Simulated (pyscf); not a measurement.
Elementary routes open to H₂As–AsH₂ + water (H₂O) in the gas phase (singlet surface):
A. HO–AsH–AsH₂ + hydrogen (H₂) (As–H, H–O broken; As–O, H–H formed)
B. HO–AsH₂ + AsH₃ (As–As, H–O broken; As–O, As–H formed)

Single points on ωB97X-D3(BJ)/def2-SVP structures (PySCF, gas phase).

Task: Rank the routes by free-energy barrier at 900 K, lowest first, for ωB97M-D3(BJ)/def2-TZVP energies (ideal gas, 1 atm, RRHO with modes under 100 cm⁻¹ raised to 100, one conformer, R ln 2 for rigid chiral ones).

Result: B (79.1 kcal/mol), A (89.2 kcal/mol)

Route B is the fastest of these, ahead of the next by 10.1 kcal/mol. The most stable products are those of A (ΔG = +11.9 kcal/mol), whose barrier is 10.1 kcal/mol higher: the kinetic and the thermodynamic product differ. At 298 K B is still the fastest. Only these routes are compared; each barrier is that of the saddle found, and lower ones may exist. Elements up to Kr have no core potential and no relativistic terms here.
